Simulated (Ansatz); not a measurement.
**HSO₄−: small, medium and large basis sets**

One table from this session's results is given with a row withheld; the runs are named, their logs left out.

Program: Ansatz 0.2.0, Gaussian basis. Level of theory: one geometry, several basis sets. These are calculated values, not measurements.

Levels to be run: PBE0-D4/def2-SVPD; ωB97M-V/def2-SVPD; PBE0-D4/def2-QZVPPD; ωB97M-V/def2-QZVPPD; the functionals' def2-TZVPPD values are taken from earlier runs.

## The relaxed structure

The geometry comes from an earlier relaxation with PBE0-D4 in a triple-zeta def2 set; it is a stationary point.

SMILES `O=S(=O)([O-])O`, 6 atoms, charge -1, spin multiplicity 1.

Atoms are counted from 1 here; the program's logs count them from 0.

Bond lengths: O1–S2 1.452 Å, S2–O3 1.444 Å, S2–O4 1.452 Å, S2–O5 1.653 Å, O5–H6 0.963 Å. Angles: O1–S2–O3 115.4°, O1–S2–O4 113.7°, O1–S2–O5 104.2°, O3–S2–O4 115.4°, O3–S2–O5 101.6°, O4–S2–O5 104.2°, S2–O5–H6 104.7°.

Set-up of the first run:

File in.yaml:

```yaml
crystal:
  periodic: [false, false, false]
  atoms:
    - {symbol: O, position_ang: [-0.488785, -0.770338, 1.249913]}
    - {symbol: S, position_ang: [0.158745, -0.423450, -0.002761]}
    - {symbol: O, position_ang: [1.572977, -0.705777, -0.068142]}
    - {symbol: O, position_ang: [-0.606836, -0.799326, -1.178091]}
    - {symbol: O, position_ang: [0.147875, 1.229894, -0.021952]}
    - {symbol: H, position_ang: [-0.783976, 1.468996, 0.021034]}
basis:
  gaussian: {orbitals: def2-SVPD}
total_charge: -1
hamiltonian: {xc: pbe0, dispersion: d4}
output: {orbitals: {seedname: orbitals}}
```

Command:

```sh
$ ansatz run in.yaml --threads 2 --pin off --events-out ev --progress --plain --max-ram 32768MiB --backend cpu
```

Among the steps run: PBE0-D4 in def2-SVPD; ωB97M-V in def2-SVPD; PBE0-D4 in def2-QZVPPD; ωB97M-V in def2-QZVPPD.

One table of the session follows, with a row left open; its other results are not shown here.

It belongs to the step «Density functionals: the series». 

```
functional        basis  HOMO (eV)  LUMO (eV)
   PBE0-D4    def2-SVPD      -2.54       4.05
   PBE0-D4  def2-TZVPPD          ?          ?
   PBE0-D4  def2-QZVPPD      -2.47       3.44
   ωB97M-V    def2-SVPD      -5.01       4.79
   ωB97M-V  def2-TZVPPD      -4.91       4.11
   ωB97M-V  def2-QZVPPD      -4.91       3.74
```

**Question.** Estimate the row for PBE0-D4, def2-TZVPPD.

**Answer.** HOMO (eV): -2.46; LUMO (eV): 3.70. In the column «HOMO (eV)» it is the highest.
